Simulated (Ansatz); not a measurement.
Basis-set extrapolation for CH$_{6}$OSi (`C[SiH2]O`) (PBE0-D4/def2-TZVP geometry, frozen core, Ansatz 0.2.0). Multiplicity 1, RHF reference.

```
                      def2-TZVPP   def2-QZVPP
                 HF  -405.275710  -405.290961
    MP2 correlation    -0.551297    -0.592231
CCSD(T) correlation    -0.605138    -0.642324
```

Energies in hartree. Use E(X) = E(∞) + A·exp(−7.88·√X) for Hartree–Fock and E(X) = E(∞) + B·X^(−2.97) for correlation, with X = 3 and 4.

Question: What is the CCSD(T) energy at the basis-set limit?

Answer: HF limit: -405.290961 + (-0.015251) × 0.13774 = -405.29306. Correlation limit: -0.642324 + (-0.037186) × 0.74074 = -0.66987. Total: -405.96293 hartree, 215.5 kJ/mol below CCSD(T)/def2-TZVPP.
